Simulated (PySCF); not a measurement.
Fluorine: a sound run and one with changed settings

Sound run: F [He] 2s2 2p5, F⁺ [He] 2s2 2p4. Computed with PySCF 2.14 in aug-cc-pVDZ (4s3p2d, 23 functions), with no relativity, point nucleus. The sound run starts from symmetry-adapted Hartree-Fock orbitals and uses a fine grid where one is needed.

Changed run: radial step 0.5 in ln r (0.13 in the sound run). This setting is unsound on purpose.

| species | method | sound run (hartree) | changed run (hartree) | converged |
| --- | --- | --- | --- | --- |
| F | UHF | -99.38109 | -99.38109 | yes |
| F | M06-2X | -99.70544 | -99.69943 | yes |
| F | r2SCAN | -99.69641 | -99.70054 | yes |
| F⁺ | UHF | -98.80167 | -98.80167 | yes |
| F⁺ | M06-2X | -99.06048 | -99.03387 | yes |
| F⁺ | r2SCAN | -99.04881 | -99.05107 | yes |

Ionisation energy of F:

```tsv
method	sound run (eV)	changed run (eV)
UHF	15.767	15.767
M06-2X	17.550	18.111
r2SCAN	17.622	17.673
```

A coarse radial grid mis-integrates the density and the exchange-correlation energy, with errors of either sign; Hartree-Fock needs no grid.

For comparison, NIST gives 17.423 eV between the lowest levels.
